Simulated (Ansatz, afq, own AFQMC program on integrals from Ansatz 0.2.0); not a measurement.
## AlH₃ + NH, triplet in cc-pVTZ along one coordinate

```yaml
atoms:
  - { symbol: Al, position_ang: [-0.9966, 0.0225, 0.0000] }
  - { symbol: H, position_ang: [-1.7895, 1.3959, 0.0000] }
  - { symbol: H, position_ang: [-1.7895, -1.3509, 0.0000] }
  - { symbol: H, position_ang: [0.5893, 0.0225, 0.0000] }
  - { symbol: N, position_ang: [1.9734, 0.0225, 0.0000] }
  - { symbol: H, position_ang: [2.2425, -0.9817, 0.0000] }
```

A hydrogen atom is moved from one rigid fragment to the other; the Al1–H4 distance tells how far. The two fragments are held close together, so this isn't a minimum-energy path and the start is a compressed complex. Energies in eV count from this geometry (1.586 Å) at the same level; the start stands on UHF, each point on the determinant named.

Basis cc-pVTZ. Only valence electrons are correlated. Integrals, coupled cluster, full CI and functionals: Ansatz 0.2.0; the random walks run on the same integrals in our own AFQMC program. ph-AFQMC/CISD is guided by a CISD state made of CCSD amplitudes; releasing the constraint for a short imaginary time cuts its bias at the price of noise, slowly where states lie close. Uncertainties: one standard error, sampling alone.

Cautions, each for one point or more: lower spins were not checked.

```
r(Al1–H4) / Å  det.     T1  weight  ⟨S²⟩  CCSD(T)   ph-AFQMC/CISD  released AFQMC    PBE0     MP2
        1.684   UHF  0.020    0.87  2.05   -0.124  -0.119 ± 0.007  -0.123 ± 0.011  -0.164  -0.141
        1.733   UHF  0.019    0.87  2.04   -0.204  -0.199 ± 0.008  -0.209 ± 0.012  -0.254  -0.243
        1.783   UHF  0.017    0.87  2.04   -0.296  -0.290 ± 0.008  -0.299 ± 0.014  -0.350  -0.363
        1.930   UHF  0.014    0.88  2.02   -0.494  -0.480 ± 0.006               –  -0.527  -0.626
```

Weight is that of the determinant in the CISD state; at the start T1 is 0.020 and the weight 0.87, and ⟨S²⟩ is 2.04. A dash marks a missing value, a released energy that hasn't settled or a functional that sits on another state. Largest departures from phaseless AFQMC with a CISD trial: CCSD(T) -0.014 eV at 1.930 (on UHF), released AFQMC -0.010 eV at 1.733 (on UHF) (within the noise), PBE0 -0.060 eV at 1.783, MP2 -0.146 eV at 1.930 (on UHF). The walk's constraint bias lies outside its error bars, so these are departures and not errors. Functionals count only at points shown to share the start's state and spin.

Some points may be missing: those where a free walk finds a much lower state, and past Zn most of those on another determinant than at the start.

A walk keeps the symmetry of its determinant, which the program's search chose and which needn't be the lowest solution, so a lower state of the same spin and another symmetry isn't excluded. Released energies are given only where the last usable release times agree within the noise; a slower fall can still hide under it.
